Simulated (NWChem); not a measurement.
System: Li cation

Input file for NWChem:

```
start job
memory heap 200 mb stack 900 mb global 1100 mb
charge 1
geometry units angstroms noautoz
  Li     0.000000     0.000000     0.000000
end
basis spherical
  * library def2-svp
end
dft
  xc b3pw91
  iterations 150
  mulliken
end
task dft energy
```

Excerpt of the output:

```
             Northwest Computational Chemistry Package (NWChem) 7.3.0
             --------------------------------------------------------

                             Geometry "geometry" -> ""
                             -------------------------

 Output coordinates in angstroms (scale by  1.889725989 to convert to a.u.)

  No.       Tag          Charge          X              Y              Z
 ---- ---------------- ---------- -------------- -------------- --------------
    1 Li                   3.0000     0.00000000     0.00000000     0.00000000

 Effective nuclear repulsion energy (a.u.)       0.0000000000

                                 NWChem DFT Module
                                 -----------------

 Summary of "ao basis" -> "ao basis" (spherical)
 ------------------------------------------------------------------------------
       Tag                 Description            Shells   Functions and Types
 ---------------- ------------------------------  ------  ---------------------
 Li                         def2-svp                 5        9   3s2p

            General Information
            -------------------
          SCF calculation type: DFT
          Wavefunction type:  closed shell.
          No. of atoms     :     1
          No. of electrons :     2
           Alpha electrons :     1
            Beta electrons :     1
          Charge           :     1
          Spin multiplicity:     1
          Use of symmetry is: off; symmetry adaption is: off
          Maximum number of iterations: 150
          AO basis - number of functions:     9
                     number of shells:     5
          Convergence on energy requested:  1.00D-06
          Convergence on density requested:  1.00D-05
          Convergence on gradient requested:  5.00D-04

              XC Information
              --------------
                       B3PW91 Method XC Functional
                     Hartree-Fock (Exact) Exchange  0.200
                        Slater Exchange Functional  0.800 local
                    Becke 1988 Exchange Functional  0.720 non-local
                Perdew 1991 Correlation Functional  0.810 non-local
            Perdew 1991 LDA Correlation Functional  1.000 local

             Grid Information
             ----------------
          Grid used for XC integration:  medium
          Radial quadrature: Mura-Knowles
          Angular quadrature: Lebedev.
          Tag              B.-S. Rad. Rad. Pts. Rad. Cut. Ang. Pts.
          ---              ---------- --------- --------- ---------
          Li                  1.45       49          11.0       434
          Grid pruning is: on
          Number of quadrature shells:    49
          Spatial weights used:  Erf1

      Superposition of Atomic Density Guess
      -------------------------------------

 Sum of atomic energies:          -7.42506398

 Renormalizing density from       3.00 to      2

      Non-variational initial energy
      ------------------------------

 Total energy =      -5.430286
 1-e energy   =      -6.466952
 2-e energy   =       1.036667
 HOMO         =      -3.133579
 LUMO         =      -0.337197

     ---------------------------------------------
      Total Density - Mulliken Population Analysis
     ---------------------------------------------

    Atom       Charge   Shell Charges
 -----------   ------   -------------------------------------------------------
    1 Li   3     2.00   2.01 -0.01  0.00  0.00  0.00

   convergence    iter        energy       DeltaE   RMS-Dens  Diis-err
 ---------------- ----- ----------------- --------- --------- ---------
 d= 0,ls=0.0,diis     1     -7.2736539919 -7.27D+00  1.59D-02  2.27D-02
 d= 0,ls=0.0,diis     2     -7.2763129135 -2.66D-03  4.95D-05  1.23D-06
 d= 0,ls=0.0,diis     3     -7.2763138775 -9.64D-07  7.66D-06  5.28D-09

         Total DFT energy =       -7.276313877502
      One electron energy =       -8.876052331808
           Coulomb energy =        3.286601800854
    Exchange-Corr. energy =       -1.686863346549
 Nuclear repulsion energy =        0.000000000000

 Numeric. integr. density =        1.999999999968

                       DFT Final Molecular Orbital Analysis
                       ------------------------------------

 Vector    1  Occ=2.000000D+00  E=-2.345551D+00
              MO Center= -5.7D-16, -6.0D-16, -6.1D-16, r^2= 1.3D-01
   Bfn.  Coefficient  Atom+Function         Bfn.  Coefficient  Atom+Function
  ----- ------------  ---------------      ----- ------------  ---------------
     1      0.995170  1 Li s                  2      0.026623  1 Li s

 Vector    2  Occ=0.000000D+00  E=-2.352776D-01
              MO Center=  1.8D-13,  1.8D-13,  1.8D-13, r^2= 4.1D+00
   Bfn.  Coefficient  Atom+Function         Bfn.  Coefficient  Atom+Function
  ----- ------------  ---------------      ----- ------------  ---------------
     2      1.054841  1 Li s                  1     -0.262953  1 Li s
     3     -0.028826  1 Li s

 Vector    3  Occ=0.000000D+00  E=-1.588238D-01
              MO Center= -1.8D-13, -1.6D-13, -1.6D-13, r^2= 3.4D+00
   Bfn.  Coefficient  Atom+Function         Bfn.  Coefficient  Atom+Function
  ----- ------------  ---------------      ----- ------------  ---------------
     7      0.506544  1 Li px                 8      0.461080  1 Li py
     9      0.457698  1 Li pz                 4      0.165347  1 Li px
     5      0.150506  1 Li py                 6      0.149402  1 Li pz

 Vector    4  Occ=0.000000D+00  E=-1.588238D-01
              MO Center=  7.9D-15,  5.1D-16, -9.3D-15, r^2= 3.4D+00
   Bfn.  Coefficient  Atom+Function         Bfn.  Coefficient  Atom+Function
  ----- ------------  ---------------      ----- ------------  ---------------
     9      0.626113  1 Li pz                 7     -0.534282  1 Li px
     6      0.204376  1 Li pz                 4     -0.174401  1 Li px
     8     -0.034557  1 Li py

     ---------------------------------------------
      Total Density - Mulliken Population Analysis
     ---------------------------------------------

    Atom       Charge   Shell Charges
 -----------   ------   -------------------------------------------------------
    1 Li   3     2.00   1.99  0.01 -0.00  0.00 -0.00

     -------------------------------------------
      Total Density - Lowdin Population Analysis
     -------------------------------------------

    Atom       Charge   Shell Charges
 -----------   ------   -------------------------------------------------------
    1 Li   3     2.00   1.96  0.04  0.00  0.00  0.00
```

Level: B3PW91/def2-SVP.
